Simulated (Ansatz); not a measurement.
What does this script print? It uses the Python package of Ansatz (0.2.0).

`clfmg_cas.py`:
```python
"""Active-space calculation on ClFMg."""

import logging
import sys

import ansatz as az
from ase import Atoms

logging.basicConfig(stream=sys.stdout, format="%(name)s: %(message)s")
log = logging.getLogger("run")
log.setLevel(logging.INFO)

BASIS = "cc-pVDZ"

atoms = Atoms(["F", "Mg", "Cl"], positions=[
    (-1.66, 0.8572, -0.8238),
    (-0.1228, 0.0504, -0.0588),
    (1.7719, -0.9724, 0.8694),
])
geometry = az.Crystal.molecule_from_ase(atoms)

calculation = geometry.calculation()
calculation = calculation.basis(gaussian=BASIS)
calculation = calculation.correlation(active_electrons=6, active_orbitals=6)
for method in ["sc_nevpt2"]:
    report = (calculation if method is None else calculation.correlation(method)).run(threads=1, pin="off").report
    space = report["configurations"]
    state = space["states"][0]
    print(method or "casscf", f"total {report['free_energy_ev'] / 27.211386246:.6f} Ha, active-space state {state['energy']['hartree']:.6f} Ha, mean field {report['reference_energy_ev'] / 27.211386246:.6f} Ha")
    print("  determinants", state["n_determinants"], " natural occupations", [round(n, 3) for n in space["natural_occupations"]])
```

Running `python clfmg_cas.py` prints:
```text
RunWarning: the results are in doubt because another end's mean lies 1.410 eV lower, and its corrected mean 0.183 eV higher
sc_nevpt2 total -759.043921 Ha, active-space state -758.738061 Ha, mean field -758.691117 Ha
  determinants 208  natural occupations [1.988, 1.988, 1.976, 0.018, 0.014, 0.014]
```
(Warnings from the package without file and line.)

What to keep in mind:
- Total energies depend on the basis set; only differences at equal settings carry meaning.
- The geometry is a force-field or estimated start, not a minimum of this method, and the basis set is short of its limit. The active space starts as a window about the frontier orbitals and is then optimised, not chosen by chemistry.
- A lower CASSCF solution was found and passed over, so the printed active-space state isn't the lowest.
- Wall time of the script: 3.4 s on 1 thread of Arm Neoverse V1 (shared host), peak memory 0.17 GiB.

(Lines on the test bed's own set-up are left out of the output.)
